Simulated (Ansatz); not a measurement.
Species: propyl chloride, C3H7Cl (charge 0, singlet). 
Coordinates optimised at B3LYP-D3(BJ)/def2-TZVP (Ansatz, a program for electronic structure):
```
C
H 1 1.0920
H 1 1.0920 2 106.81
C 1 1.5158 2 109.09 3 117.79
H 4 1.0883 1 111.73 2 -177.01
H 4 1.0883 5 108.92 1 123.92
C 1 1.5283 2 110.25 3 -119.79
H 7 1.0907 1 110.74 2 58.84
H 7 1.0923 8 107.73 1 -121.98
H 7 1.0923 8 107.73 9 -116.03
Cl 4 1.8082 5 106.18 6 113.97
```

Basis-set convergence of Hartree-Fock and CCSD correlation energies (hartree) with Ansatz. Correlated levels leave the core frozen unless marked. Spin-orbit coupling is left out. No relativistic terms.

```tsv
basis	functions	E(HF)	E(corr, CCSD)
cc-pV(D+d)Z	100	-577.19810	-0.63074
cc-pV(T+d)Z	227	?	?
```

Question: Complete the blanks.

Answer: 
- cc-pV(T+d)Z, E(HF): -577.24785
- cc-pV(T+d)Z, E(corr, CCSD): -0.77261
